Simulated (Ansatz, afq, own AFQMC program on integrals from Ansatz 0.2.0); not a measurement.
AFQMC on a folder of integrals that Ansatz 0.2.0 wrote.

```yaml
crystal:
  periodic: [false, false, false]
  atoms:
    - {symbol: Ge, position_ang: [0.000000, -0.007805, 0.810435]}
    - {symbol: Al, position_ang: [0.000000, -0.029350, -2.174487]}
    - {symbol: H, position_ang: [0.000000, 1.348165, -0.197426]}
basis:
  gaussian: {orbitals: cc-pVDZ}
magnetization: {spin_polarized: true, initial_magnetization: 2}
correlation: {method: ccsd_t, electrons: outside_noble_gas, hamiltonian_folder: ham}
```

```sh
$ ansatz run in.yaml --threads 1 --pin off --events-out ev --progress --plain --max-ram 1382MiB
```

Options of the walk:

```
--method phaseless --trial cisd --walkers 40 --populations 1 --least-time 40 --time-step 0.005 --steps-per-block 10 --equilibration-blocks 60 --max-blocks 800 --target-error 0.00068 --factor-cut 1e-05 --start determinant --seed 4171 --release-times 0.5,1,2 --release-step 0.05 --release-every 20 --taylor-order 6
```

Times are imaginary, in 1/Eh. The walk had a cap of 252 s. Filled inner d shells are frozen with the cores.

```
orbitals 31  electrons 5 3  factors 226 of 555
reference energy -2317.77658389 Eh
CCSD correlation -0.14314549 Eh in 16 cycles, weight of the determinant in the CISD state 0.8452
energy of the start -2317.919729 Eh
 block  time / (1/Eh)  mean weight  energy / Eh
     1     0.050  0.9995  -2317.919210
     2     0.100  1.0000  -2317.918826
     3     0.150  0.9990  -2317.918494
     4     0.200  1.0003  -2317.918248
     5     0.250  0.9999  -2317.918100
     8     0.400  1.0011  -2317.917980
    22     1.100  1.0001  -2317.922462
    85     4.250  0.9987  -2317.921676
   148     7.400  1.0034  -2317.930728
   211    10.550  0.9996  -2317.927219
   274    13.700  0.9991  -2317.930475
   337    16.850  1.0010  -2317.929355
   400    20.000  0.9996  -2317.926063
   463    23.150  1.0007  -2317.922731
   526    26.300  0.9985  -2317.924969
   589    29.450  1.0012  -2317.921377
   652    32.600  1.0001  -2317.925345
   673    33.650  0.9998  -2317.934861
   715    35.750  0.9986  -2317.924819
   778    38.900  0.9997  -2317.925562
   841    42.050  0.9988  -2317.924252
blocks merged  error / Eh  count
     1  0.000117  800
     2  0.000160  400
     4  0.000219  200
     8  0.000295  100
    16  0.000386  50
    32  0.000462  25
    64  0.000509  12
released: time / (1/Eh)  energy / Eh  error  mean overlap
  0.50  -2317.926237  0.000472  0.9904
  1.00  -2317.926287  0.000488  1.0227
  2.00  -2317.926531  0.000536  1.0381
energy -2317.925846 +/- 0.000462 Eh
(rows thinned)
```

Q: Estimate how long the walk took on 1 thread of Arm Neoverse V1 (shared host).

A: 2.4 min of wall time.

The run passed its tests (sampling time, drift between the halves within three errors, error under three times the target), which doesn't prove that it has relaxed. The second half of the sampling lies above the first by 1.6 errors of their difference, so the energy may still be moving and its error bar be too small.

Against this walk (error 12.6 meV) on the same determinant: CCSD(T) 14.7 meV higher (within the noise), CCSDT(Q) 45.5 meV lower, a separate phaseless walk with a CISD trial and standard settings 4.9 ± 15.6 meV higher (within the noise). The error is statistical and leaves out the bias of the constraint. None of these is a sure reference here. Released to 2.00 1/Eh the energy moves by -19 ± 19 meV (both errors), within twice the noise.

Cautions: constraint bias not in the error; no relativity below Rb; no spin-orbit coupling; inner d shell frozen; lower spins were not checked; higher spins were not checked; raised T1 diagnostic (T1 0.041, weight of the determinant 0.85, largest double 0.07); unrestricted determinant slightly spin contaminated (⟨S²⟩ 2.06 against 2.00); the bias of populations of 40 walkers isn't removed.

CCSDT and higher add their correlation energy to the determinant of the CCSD(T) run, since their own runs factorise the integrals more tightly (a shift of under 2 meV). A walk keeps the symmetry of its determinant, which the program's search chose and which needn't be the lowest solution, so a lower state of the same spin and another symmetry isn't excluded.
